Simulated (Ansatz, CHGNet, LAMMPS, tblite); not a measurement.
## Ladder of methods for the equilibrium lattice constant a of zinc-blende ZnSe

Reference value: 5.668 Å (measured, room temperature, not corrected to a static lattice; as tabulated in Albrecht et al. (1997), arXiv:cond-mat/9706128).

**Question.** What do ionic model grunwald2012, IPEA1-xTB, CHGNet 0.3.0, LDA, PBE, revPBE, PBE-D3(BJ), r²SCAN, r²SCAN+rVV10, HSE06, PBE0, Hartree–Fock give, and how far is each from the reference?

**Answer.** 
```tsv
level (code)	value (Å)	difference (%)
ionic model grunwald2012 (rigid ions, LAMMPS)	5.854	+3.28
IPEA1-xTB (tblite)	5.605	-1.11
CHGNet 0.3.0	5.743	+1.32
LDA (Ansatz)	5.567	-1.78
PBE (Ansatz)	5.733	+1.15
revPBE (Ansatz)	5.787	+2.10
PBE-D3(BJ) (Ansatz)	5.655	-0.23
r²SCAN (Ansatz)	5.665	-0.05
r²SCAN+rVV10 (Ansatz)	5.640	-0.49
HSE06 (Ansatz)	5.701	+0.58
PBE0 (Ansatz)	5.695	+0.48
Hartree–Fock (Ansatz)	5.868	+3.53
```

Leaving aside IPEA1-xTB (doubt noted below): The reference is not for a static lattice or low temperature, so close values are not ranked against it. Off by more than 1.25 %, or 1.75 % on the side where a correction would as a rule narrow the miss (bounds picked here): Hartree–Fock (+3.53 %), ionic model grunwald2012 (+3.28 %), revPBE (+2.10 %), LDA (-1.78 %), CHGNet 0.3.0 (+1.32 %).

The measured value isn't corrected to a static lattice, so vibrations enter the comparison. A static lattice is as a rule a little smaller than the measured one.  IPEA1-xTB: this parameter set was refitted to ionisation energies, not structures. IPEA1-xTB: the run uses a supercell at the zone centre in place of a k mesh. Hartree–Fock: the cell is over a tenth larger than the published one: the level's own overestimate first of all, though another phase or state, or a fault of the published cell, is possible. Cutoffs and k meshes differ between the levels. Ansatz's density-functional and Hartree–Fock values are scalar-relativistic unless marked +SOC, with PAW data made under PBE.

Empirical potentials (ionic model grunwald2012) are fitted to chosen data: where that held the value shown, agreement is built in, and what lay outside the fit can be far off. Machine-learned potentials (CHGNet 0.3.0) are trained on DFT data: a solid inside that data is no test of them.

Differences are worked out from the printed values.

Ansatz is a first-principles code.
